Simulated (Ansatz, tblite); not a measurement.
**The cluster Na2Te+: rung by rung**

Aim: run the doublet of the cluster Na2Te+ at one geometry on many levels, and compare frontier levels, spin and run time.

Program: Ansatz 0.2.0, Gaussian basis. Level of theory: as each input shows. These are calculated values, not measurements.

Plan: GFN1-xTB, GFN2-xTB, PBE-D4/def2-TZVP, r2SCAN-D4/def2-TZVP, B2PLYP/def2-TZVP, B97M-V/def2-TZVP, r2SCANh-D4/def2-TZVP, ωB97M-V/def2-TZVP, HSE06-D4/def2-TZVP, PBE-D4/def2-SVP, PBE0-D4/def2-SVP, CCSD(T)/def2-TZVPP, MP2/def2-TZVP, RPA/def2-TZVP.

### 1 The structure

The geometry is that of the doublet, from an earlier relaxation (r2SCAN-D4/def2-TZVP). At that level it is the lowest of the isomers that a small search found.

3 atoms, charge 1, spin multiplicity 2.

Bond lengths: Na1–Te3 2.927 Å, Na2–Te3 2.928 Å. Angles: Na1–Te3–Na2 134.2°.

Te takes a core potential in the def2 sets. No spin-orbit coupling is included. The ion is computed in the gas phase, without counter-ions or solvent.

PBE0-D4/def2-TZVP was run before; its log isn't repeated, and its numbers join the tables.

### 2 GFN1-xTB

Tight binding, by tblite at 300 K electronic temperature and without a spin-polarisation term:

```python
tblite.interface.Calculator('GFN1-xTB', numbers, positions, charge=1, uhf=1).singlepoint()
```

Energy -108.6484 eV; 0.002 s.

### 3 GFN2-xTB

Tight binding, by tblite at 300 K electronic temperature and without a spin-polarisation term:

```python
tblite.interface.Calculator('GFN2-xTB', numbers, positions, charge=1, uhf=1).singlepoint()
```

Energy -86.4240 eV; 0.002 s.

### 4 PBE-D4/def2-TZVP

start.molden holds the orbitals of an earlier run on this state, given as this run's starting guess.

The input, in.yaml:

```yaml
crystal:
  periodic: [false, false, false]
  atoms:
    - {symbol: Na, position_ang: [-1.266440, -1.428791, -1.941474]}
    - {symbol: Na, position_ang: [1.811049, 1.462958, 1.412274]}
    - {symbol: Te, position_ang: [-0.544619, -0.034167, 0.529200]}
basis:
  gaussian: {orbitals: def2-TZVP, initial_orbitals: start.molden}
total_charge: 1
magnetization: {spin_polarized: true, initial_magnetization: 1}
hamiltonian: {xc: pbe, dispersion: d4}
scf: {omitted_lower_state_checks: [starts]}
output: {orbitals: {seedname: orbitals}}
```

Started as:

```bash
$ ansatz run in.yaml --threads 4 --pin off --events-out ev --progress --plain --max-ram 3916MiB
```

Further steps of the session: r2SCAN-D4/def2-TZVP; B2PLYP/def2-TZVP; B97M-V/def2-TZVP; r2SCANh-D4/def2-TZVP; ωB97M-V/def2-TZVP; HSE06-D4/def2-TZVP; PBE-D4/def2-SVP; PBE0-D4/def2-SVP; CCSD(T)/def2-TZVPP; MP2/def2-TZVP; RPA/def2-TZVP.

Q: Predict the results of all the runs planned. Wanted: gap in def2-TZVP, named functionals, smallest and largest; correlation energy, CCSD(T)/def2-TZVPP; correlation energy, MP2/def2-TZVP; ⟨S²⟩ in def2-TZVP, named functionals, smallest and largest; PBE0 total energy, smallest basis above largest.

**Answer**, as computed:

| quantity | value |
| --- | --- |
| gap in def2-TZVP, named functionals, smallest and largest | 0.34 eV (PBE-D4), 6.20 eV (ωB97M-V) |
| correlation energy, CCSD(T)/def2-TZVPP | -20.91 eV |
| correlation energy, MP2/def2-TZVP | -20.78 eV |
| ⟨S²⟩ in def2-TZVP, named functionals, smallest and largest | 0.753, 0.756 |
| PBE0 total energy, smallest basis above largest | 3.45 eV (def2-SVP, def2-TZVP) |

What this shows: Over the named functionals in def2-TZVP the gap runs from 0.34 eV (PBE-D4) to 6.20 eV (ωB97M-V); exact exchange widens it. Over the named functionals in def2-TZVP spin contamination reaches 0.01 (r2SCANh-D4), which is small.
